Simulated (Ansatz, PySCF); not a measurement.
Barrier height from CHO (SMILES [CH]=O) to the transition structure CHO, without zero-point energy, on the benchmark's geometries as Psi4's copy of the set gives them.
Transition structure (charge 0, multiplicity 2):
| atom | x (Å) | y (Å) | z (Å) |
|---|---|---|---|
| H | -1.5209 | 1.3888 | 0.0000 |
| C | 0.1086 | 0.5493 | 0.0000 |
| O | 0.1086 | -0.5856 | 0.0000 |

Open shells are unrestricted; no spin–orbit coupling.

Frozen-core correlation. CBS: X⁻³ extrapolation of the correlation energy, Hartree–Fock from the larger set.

Programs: Ansatz (a quantum-chemistry and plane-wave program); PySCF for the dispersion terms. Values without a source in brackets are computed.

| level | barrier height (eV) |
|---|---|
| HF/aug-cc-pVQZ | 0.752 |
| SVWN5/def2-TZVPPD | 1.140 |
| BLYP/def2-TZVPPD | 1.012 |
| B3LYP/def2-TZVPPD | 1.067 |
| BHLYP-D3(BJ)/def2-TZVPPD | 1.069 |
| wB97X-V/def2-TZVPPD | 1.082 |
| MP2/aug-cc-pVDZ | 0.896 |
| CCSD(T)/cc-pVDZ | ? |
| CCSD(T)/CBS(aug-cc-pVTZ, aug-cc-pVQZ) | ? |

Question: Fill in the missing entries.

Answer: 
- CCSD(T)/cc-pVDZ, barrier height (eV): 0.819
- CCSD(T)/CBS(aug-cc-pVTZ, aug-cc-pVQZ), barrier height (eV): 0.980
